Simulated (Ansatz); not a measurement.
# B₂NH₄− (SMILES B[N-]B): single points off equilibrium

The task here is to estimate one member of a computed series from the others.

Method: single points in def2-TZVPPD; program: Ansatz 0.2.0, Gaussian basis.

Cores are frozen in the correlated methods. B3LYP uses VWN-RPA correlation.

**Where the work starts**

SMILES `B[N-]B`, 7 atoms, charge -1, spin multiplicity 1.

Atoms are counted from 1 here; the program's logs count them from 0.

Bond lengths: B1–N2 1.319 Å, B1–H4 1.234 Å, B1–H5 1.247 Å, N2–B3 1.362 Å, B3–H6 1.195 Å, B3–H7 1.217 Å. Angles: N2–B1–H4 122.2°, N2–B1–H5 123.4°, H4–B1–H5 114.3°, B1–N2–B3 179.3°, N2–B3–H6 121.4°, N2–B3–H7 121.2°, H6–B3–H7 117.4°.

Geometry (Å):

```xyz
7

B    -1.0547    0.2317   -0.7650
N    -0.0020    0.0008   -0.0050
B     1.0751   -0.2436    0.7924
H    -1.9085   -0.6313   -0.9873
H    -1.2819    1.3316   -1.3077
H     1.0377   -0.0423    1.9700
H     2.1193   -0.6641    0.3299
```

Set-up of the first run:

File run/in.yaml:

```yaml
crystal:
  periodic: [false, false, false]
  atoms:
    - {symbol: B, position_ang: [-1.054700, 0.231700, -0.765000]}
    - {symbol: N, position_ang: [-0.002000, 0.000800, -0.005000]}
    - {symbol: B, position_ang: [1.075100, -0.243600, 0.792400]}
    - {symbol: H, position_ang: [-1.908500, -0.631300, -0.987300]}
    - {symbol: H, position_ang: [-1.281900, 1.331600, -1.307700]}
    - {symbol: H, position_ang: [1.037700, -0.042300, 1.970000]}
    - {symbol: H, position_ang: [2.119300, -0.664100, 0.329900]}
basis:
  gaussian: {orbitals: "def2-TZVPPD.json"}
total_charge: -1
correlation: {method: ccsd_t}
output: {forces: true}
```

The basis file named in the input lies beside it (Basis Set Exchange, JSON).

The command line of these runs was not kept.

Steps of the session up to this table: CCSD(T)/def2-TZVPPD; PBE0-D4/def2-TZVPPD; wB97M-V/def2-TZVPPD; r2SCAN-D4/def2-TZVPPD; PBE-D4/def2-TZVPPD; B3LYP-D4/def2-TZVPPD; revPBE-D4/def2-TZVPPD.

One of the session's tables, all rows but one given; the rest of the session is left out.

```
   method  RMS force component (eV/Å)  angle to CCSD(T) forces (°)
  CCSD(T)                       0.727                    reference
  PBE0-D4                       0.639                         19.3
  wB97M-V                       0.654                         13.7
r2SCAN-D4                           ?                            ?
   PBE-D4                       0.655                         11.0
 B3LYP-D4                       0.628                         15.8
revPBE-D4                       0.673                         10.2
```

Q: Estimate the row for r2SCAN-D4 from the others.

The run gave: RMS force component (eV/Å): 0.634; angle to CCSD(T) forces (°): 15.4. In the column «RMS force component (eV/Å)» it lies between B3LYP-D4 (0.628) and PBE0-D4 (0.639).
